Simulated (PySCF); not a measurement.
PySCF input (B3PW91/6-31G* (5d)):

```python
from pyscf import gto, dft

mol = gto.M(
    atom='''
    Al   -0.00383302    0.77670458    0.02693831
    Cl    1.82205043   -0.28761349   -0.02117671
    Cl   -1.81911930   -0.30633707    0.00057682
    ''',
    basis='6-31g*',
    charge=0,
    spin=1,
    verbose=4,
)

mf = dft.UKS(mol, xc='b3pw91')
mf.grids.level = 3
mf.conv_tol = 1e-9
mf.max_cycle = 100
mf.max_memory = 1500
mf.kernel()
if not mf.converged:
    mf = mf.newton()
    mf.kernel(mf.make_rdm1())
mo, _, stable, _ = mf.stability(return_status=True)
if not stable:
    mf.kernel(mf.make_rdm1(mo, mf.mo_occ))
    stable = mf.stability(return_status=True)[2]
mf.dip_moment()
```

From the last part of the output:

```
  HOMO = -0.24577068878  LUMO = -0.13418144553  gap/eV = 3.03650
cycle= 4 E= -1162.76228074333  delta_E= -0.000202  |g|= 0.00772  |ddm|= 0.0418
  alpha nocc = 24  HOMO = -0.244653602522395  LUMO = -0.0460731115600921
  beta  nocc = 23  HOMO = -0.331476752783803  LUMO = -0.130866522773156
  HOMO = -0.244653602522  LUMO = -0.130866522773  gap/eV = 3.09630
cycle= 5 E= -1162.76232692533  delta_E= -4.62e-05  |g|= 0.00108  |ddm|= 0.0152
  alpha nocc = 24  HOMO = -0.244870120040696  LUMO = -0.0461680562899818
  beta  nocc = 23  HOMO = -0.331437369822435  LUMO = -0.130596882825305
  HOMO = -0.244870120041  LUMO = -0.130596882825  gap/eV = 3.10953
cycle= 6 E= -1162.7623286154  delta_E= -1.69e-06  |g|= 0.000252  |ddm|= 0.00391
  alpha nocc = 24  HOMO = -0.244888417006453  LUMO = -0.0461722815744185
  beta  nocc = 23  HOMO = -0.331403857427279  LUMO = -0.1305596925453
  HOMO = -0.244888417006  LUMO = -0.130559692545  gap/eV = 3.11104
cycle= 7 E= -1162.76232869026  delta_E= -7.49e-08  |g|= 8.52e-05  |ddm|= 0.000672
  alpha nocc = 24  HOMO = -0.244886174082015  LUMO = -0.0461758888709949
  beta  nocc = 23  HOMO = -0.331401853458548  LUMO = -0.130548795262659
  HOMO = -0.244886174082  LUMO = -0.130548795263  gap/eV = 3.11128
cycle= 8 E= -1162.76232869807  delta_E= -7.81e-09  |g|= 1.24e-05  |ddm|= 0.0002
  alpha nocc = 24  HOMO = -0.244886517046908  LUMO = -0.0461757167913264
  beta  nocc = 23  HOMO = -0.331404088436514  LUMO = -0.130549455031631
  HOMO = -0.244886517047  LUMO = -0.130549455032  gap/eV = 3.11127
cycle= 9 E= -1162.76232869826  delta_E= -1.86e-10  |g|= 1.5e-06  |ddm|= 3.33e-05
  alpha nocc = 24  HOMO = -0.244886097767331  LUMO = -0.0461750901509477
  beta  nocc = 23  HOMO = -0.331403585495036  LUMO = -0.130548906866281
  HOMO = -0.244886097767  LUMO = -0.130548906866  gap/eV = 3.11127
Extra cycle  E= -1162.76232869826  delta_E= -5e-12  |g|= 8e-07  |ddm|= 4.21e-06
converged SCF energy = -1162.76232869826  <S^2> = 0.75203668  2S+1 = 2.0020356
uhf_internal: lowest eigs of H = [0.23813383 0.30848117 0.34157673]
<class 'pyscf.dft.uks.UKS'> wavefunction is stable in the internal stability analysis
Dipole moment(X, Y, Z, Debye): -0.00887,  1.79668,  0.06231
```
